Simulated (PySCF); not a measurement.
# Basis and Hamiltonian dependence of the ionisation energy of Si

Si [Ne] 3s2 3p2 (3P) → Si+ [Ne] 3s2 3p1 (2P). All values are computed (PySCF 2.14, energy differences of UHF-based or UKS calculations, no spin-orbit coupling). Values in eV.

```json
{"basis": "cc-pVDZ-DK", "Hamiltonian": "spin-free X2C", "functions": "18", "UHF": "7.632", "LDA": "8.211", "PBE0": "n/a", "MP2 (valence)": "7.909", "CCSD(T) (valence)": "7.938", "CCSD(T) (valence and next inner shell)": "n/a"}
{"basis": "6-31G*", "Hamiltonian": "non-relativistic", "functions": "18", "UHF": "7.633", "LDA": "n/a", "PBE0": "n/a", "MP2 (valence)": "7.789", "CCSD(T) (valence)": "7.777", "CCSD(T) (valence and next inner shell)": "n/a"}
{"basis": "jorge-DZP-DKH", "Hamiltonian": "spin-free X2C", "functions": "24", "UHF": "7.621", "LDA": "8.212", "PBE0": "n/a", "MP2 (valence)": "7.905", "CCSD(T) (valence)": "7.936", "CCSD(T) (valence and next inner shell)": "n/a"}
{"basis": "aug-cc-pV(D+d)Z", "Hamiltonian": "non-relativistic", "functions": "32", "UHF": "7.649", "LDA": "8.245", "PBE0": "8.230", "MP2 (valence)": "7.965", "CCSD(T) (valence)": "8.014", "CCSD(T) (valence and next inner shell)": "n/a"}
{"basis": "cc-pVTZ-DK", "Hamiltonian": "spin-free X2C", "functions": "34", "UHF": "7.630", "LDA": "8.223", "PBE0": "8.207", "MP2 (valence)": "8.031", "CCSD(T) (valence)": "8.097", "CCSD(T) (valence and next inner shell)": "n/a"}
{"basis": "pcseg-2", "Hamiltonian": "non-relativistic", "functions": "34", "UHF": "7.635", "LDA": "n/a", "PBE0": "8.225", "MP2 (valence)": "7.907", "CCSD(T) (valence)": "7.925", "CCSD(T) (valence and next inner shell)": "n/a"}
{"basis": "aug-cc-pwCVDZ", "Hamiltonian": "non-relativistic", "functions": "36", "UHF": "7.650", "LDA": "8.251", "PBE0": "8.228", "MP2 (valence)": "7.969", "CCSD(T) (valence)": "8.018", "CCSD(T) (valence and next inner shell)": "7.998"}
{"basis": "cc-pV(T+d)Z", "Hamiltonian": "non-relativistic", "functions": "39", "UHF": "7.640", "LDA": "n/a", "PBE0": "n/a", "MP2 (valence)": "8.042", "CCSD(T) (valence)": "8.109", "CCSD(T) (valence and next inner shell)": "n/a"}
{"basis": "aug-cc-pV(T+d)Z", "Hamiltonian": "non-relativistic", "functions": "55", "UHF": "7.639", "LDA": "8.240", "PBE0": "8.220", "MP2 (valence)": "8.052", "CCSD(T) (valence)": "8.119", "CCSD(T) (valence and next inner shell)": "n/a"}
{"basis": "aug-cc-pCVTZ-DK", "Hamiltonian": "spin-free X2C", "functions": "75", "UHF": "7.628", "LDA": "8.225", "PBE0": "8.208", "MP2 (valence)": "8.040", "CCSD(T) (valence)": "8.107", "CCSD(T) (valence and next inner shell)": "8.101"}
{"basis": "aug-cc-pVQZ-DK", "Hamiltonian": "spin-free X2C", "functions": "84", "UHF": "7.626", "LDA": "8.221", "PBE0": "8.209", "MP2 (valence)": "8.065", "CCSD(T) (valence)": "8.125", "CCSD(T) (valence and next inner shell)": "n/a"}
{"basis": "x2c-QZVPPall with one added diffuse shell each of s, p, d, f type", "Hamiltonian": "spin-free X2C", "functions": "86", "UHF": "7.626", "LDA": "8.223", "PBE0": "8.208", "MP2 (valence)": "8.063", "CCSD(T) (valence)": "8.125", "CCSD(T) (valence and next inner shell)": "8.114"}
{"basis": "dyall-acv3z", "Hamiltonian": "spin-free X2C", "functions": "113", "UHF": "7.626", "LDA": "8.223", "PBE0": "8.209", "MP2 (valence)": "8.041", "CCSD(T) (valence)": "8.108", "CCSD(T) (valence and next inner shell)": "8.107"}
{"basis": "aug-cc-pV(Q+d)Z with one added diffuse shell each of s, p, d, f, g type", "Hamiltonian": "non-relativistic", "functions": "114", "UHF": "7.637", "LDA": "8.232", "PBE0": "8.219", "MP2 (valence)": "8.077", "CCSD(T) (valence)": "n/a", "CCSD(T) (valence and next inner shell)": "n/a"}
```

Frozen in the all-electron rows: valence: [Ne]; valence and next inner shell: 1s2.

Reference for a calculation without spin-orbit coupling: 8.157 eV (measured, between term centres; NIST).
